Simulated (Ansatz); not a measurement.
# BNH6 (B(NH3)H3) at 6 levels

Wanted: a comparison of 6 runs (CAM-B3LYP/STO-3G, SVWN5/STO-3G, r2SCAN/STO-3G, UMP2/STO-3G, CCSDT/STO-3G, UCCSD(T)/STO-3G) of BNH6 (B(NH3)H3). 

The calculation is run with Ansatz 0.2.0.

57 further runs of the same task are left out: 57 set aside as unsound or not needed.

### Step 1. Starting point

The species is BNH6 (8 atoms), meant as a singlet with charge 0. SMILES: `[H]B([H])([H])<-N`. The H7–B1 distance was set to 2.977 Å, away from the relaxed value. At this shape a bond of the SMILES string is far longer than usual.

Bond lengths: B1–N2 1.659 Å, N2–H3 1.013 Å, N2–H4 1.013 Å, N2–H5 1.013 Å, B1–H6 1.191 Å, B1–H8 1.190 Å. Angles: B1–N2–H3 108.6°, B1–N2–H4 108.6°, B1–N2–H5 108.6°, N2–B1–H6 105.5°, N2–B1–H8 105.6°, H3–N2–H4 110.3°, H3–N2–H5 110.4°, H4–N2–H5 110.3°, H6–B1–H8 113.1°.

### Step 2. A single-point energy at CAM-B3LYP/STO-3G (run 1)

Contents of job.yaml:

```yaml
crystal:
  periodic: [false, false, false]
  atoms:
    - symbol: B
      position_ang: [0.812032, -1.515346, -0.359425]
    - symbol: N
      position_ang: [0.816362, -1.521356, 1.299225]
    - symbol: H
      position_ang: [-0.141828, -1.483876, 1.624775]
    - symbol: H
      position_ang: [1.330062, -0.711156, 1.623985]
    - symbol: H
      position_ang: [1.263822, -2.372466, 1.617405]
    - symbol: H
      position_ang: [1.957582, -1.550406, -0.681575]
    - symbol: H
      position_ang: [-0.545010, 1.015160, -1.144860]
    - symbol: H
      position_ang: [0.206612, -2.488766, -0.680665]
basis:
  gaussian:
    orbitals: STO-3G
hamiltonian:
  xc: {name: CAM-B3LYP}
accuracy: high
```

Started as:

```
$ ansatz run job.yaml --threads 1 --pin off --max-ram 2610MiB --events-out events.jsonl --progress --plain --runs-dir runs
```

Output:

```text
Warning: RAYON_NUM_THREADS=1 ignored (pool sized by the plan → 1); use --threads N
Functional definition: CAM-B3LYP
  name "CAM-B3LYP"
  parameter alpha = 0.19
  parameter beta = 0.46
  parameter omega = 0.33/bohr
  parameter ac = 0.81
  exchange = (1 - alpha - beta)*b88_x + beta*b88_x_sr(omega) + alpha*exact_x + beta*exact_x_lr(omega)
  correlation = (1 - ac)*vwn5_c + ac*lyp_c
274 factors; integrals over basis functions are off by at most 1.4e-8 eV
171 factors; integrals over basis functions are off by at most 9.4e-10 eV
mean field evaluation 1: about -2221.2241 eV, gradient 1.7e1 eV
mean field evaluation 2: about -2209.7037 eV, gradient 3.4e1 eV
mean field evaluation 4: about -2225.6947 eV, gradient 1.1e1 eV
mean field evaluation 8: about -2225.6512 eV, gradient 1.1e1 eV
mean field -2226.22631241 eV, -81.8123079906 hartree, gradient 7.5e-8 eV, S^2 0.000000; 0 other end points of the search recorded, 0 dependent functions left out
reference -2226.22632791 eV, -81.8123085602 hartree; 9, 9 occupied and 7, 7 virtual orbitals, 274 factors
Total energy: -2226.22632791 eV, -81.8123085602 hartree
```

It took 1.3 s on 1 thread of Arm Neoverse V1, shared host; peak memory 0.097 GiB.

### Step 3. The energy at SVWN5/STO-3G (run 2)

Contents of run.yaml:

```yaml
basis:
  gaussian: {orbitals: STO-3G}
crystal:
  periodic: [false, false, false]
  atoms:
    - {symbol: B, position_ang: [0.812032, -1.515346, -0.359425]}
    - {symbol: "N", position_ang: [0.816362, -1.521356, 1.299225]}
    - {symbol: H, position_ang: [-0.141828, -1.483876, 1.624775]}
    - {symbol: H, position_ang: [1.330062, -0.711156, 1.623985]}
    - {symbol: H, position_ang: [1.263822, -2.372466, 1.617405]}
    - {symbol: H, position_ang: [1.957582, -1.550406, -0.681575]}
    - {symbol: H, position_ang: [-0.545010, 1.015160, -1.144860]}
    - {symbol: H, position_ang: [0.206612, -2.488766, -0.680665]}
hamiltonian: {xc: {name: SVWN5}}
accuracy: high
```

Started as:

```
$ ansatz run run.yaml --threads 1 --pin off --max-ram 2610MiB --events-out events.jsonl --progress --plain --runs-dir runs
```

Output:

```text
Warning: RAYON_NUM_THREADS=1 ignored (pool sized by the plan → 1); use --threads N
Functional definition: SVWN5
  name "SVWN5"
  exchange = slater_x
  correlation = vwn5_c
274 factors; integrals over basis functions are off by at most 1.4e-8 eV
mean field evaluation 1: about -2201.7365 eV, gradient 1.9e1 eV
mean field evaluation 2: about -2187.6432 eV, gradient 3.3e1 eV
mean field evaluation 4: about -2203.0469 eV, gradient 2.5e1 eV
mean field evaluation 8: about -2202.9808 eV, gradient 2.5e1 eV
mean field evaluation 16: about -2206.5227 eV, gradient 5.0e-7 eV
mean field -2206.52265902 eV, -81.0882120842 hartree, gradient 4.0e-9 eV, S^2 0.000000; 0 other end points of the search recorded, 0 dependent functions left out
reference -2206.52266119 eV, -81.0882121640 hartree; 9, 9 occupied and 7, 7 virtual orbitals, 274 factors
Total energy: -2206.52266119 eV, -81.0882121640 hartree
```

Wall time 0.88 s (1 thread of Arm Neoverse V1, shared host).

Runs 3 to 5 aren't shown in full; the table further down has their settings and results.

### Step 4. A single-point energy at UCCSD(T)/STO-3G (run 6)

Changes to run.yaml since step 3:

```diff
@@ -1,3 +1 @@
-basis:
-  gaussian: {orbitals: STO-3G}
 crystal:
@@ -13,3 +11,12 @@
     - {symbol: H, position_ang: [0.206612, -2.488766, -0.680665]}
-hamiltonian: {xc: {name: SVWN5}}
+basis:
+  gaussian:
+    orbitals: STO-3G
+magnetization:
+  spin_polarized: true
+correlation:
+  method: ccsd_t
+  frozen_orbitals: {B: 1, H: 0, "N": 1}
 accuracy: high
+scf:
+  omitted_lower_state_checks: [cluster_reference, increment]
```

Started as:

```
$ ansatz run run.yaml --threads 1 --pin off --max-ram 2610MiB --events-out events.jsonl --progress --plain --runs-dir runs
```

Output:

```text
Warning: RAYON_NUM_THREADS=1 ignored (pool sized by the plan → 1); use --threads N
[... 12 lines left out ...]
2 core orbitals not correlated: weight in the atoms' cores, before any rotation towards them, 1.000 or more for the frozen orbitals, at most 0.000 for the correlated occupied ones
[... 31 lines left out ...]
Total energy: -2218.09352048 eV, -81.5134333998 hartree
Checks for a lower state left out: cluster_reference, increment
```

It took 0.26 s on 1 thread of Arm Neoverse V1, shared host.

### Step 5. The series

```
run             level  frozen core orbitals  energy (Eh)  wall time
  1  CAM-B3LYP/STO-3G                     –   -81.812309      1.3 s
  2      SVWN5/STO-3G                     –   -81.088212     0.88 s
  3     r2SCAN/STO-3G                     –   -81.843860      2.7 s
  4       UMP2/STO-3G                     2   -81.480515     0.12 s
  5      CCSDT/STO-3G                     2   -81.515672     0.46 s
  6   UCCSD(T)/STO-3G                     2   -81.513433     0.26 s
```

### Step 6. Outcome

| quantity | value |
| --- | --- |
| run 6: total energy | -81.51343 Eh |
| run 6: correlation energy (2 core orbitals frozen) | -118.3 mEh |
| run 6: (T) correction | -1.26 mEh |
| run 6: ⟨S²⟩ of the reference determinant | 0.983 |
| run 6: T1 diagnostic | 0.020 |

**Reading.** Totals of different functionals can't be ranked against each other. In run 5 the log says that unrestricted orbitals would lower the reference, so the values rest on an unstable closed-shell determinant (other closed-shell runs at this shape may share the fault). In runs 1, 2, 3, 4, 5, 6 the basis is minimal, so the values are rough. Spin contamination of the reference: run 4 ⟨S²⟩ = 0.98, run 6 ⟨S²⟩ = 0.98. Where it is this large, the reference is a mixture of spin states, and values that rest on it are in doubt. All runs together took 5.7 s, the longest 2.7 s.
